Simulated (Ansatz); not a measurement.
**Relaxing oxygen (O2 molecule)**

All numbers below come from DFT, RPBE, plane waves (420 eV) with PAW, scalar-relativistic (Ansatz 0.2.0). (PAW data from PBE, frozen cores regenerated.)

k-point mesh 1×1×1, Fermi-Dirac smearing 0.01 eV, starting moments 1.00 ×2 μB. The box is fixed.

Starting structure:

```
O
1.0
    12.00000    0.00000    0.00000
     0.00000   12.30000    0.00000
     0.00000    0.00000   12.60000
O
2
Direct
  0.50000 0.50000 0.45159
  0.50000 0.50000 0.54841
```

Problem. What is the relaxed bond length?

Solution. 1.225 Å (start 1.220 Å).

Problem. Which magnetic state does it end in?

Solution. triplet; moments 0.56 ×2 μB.
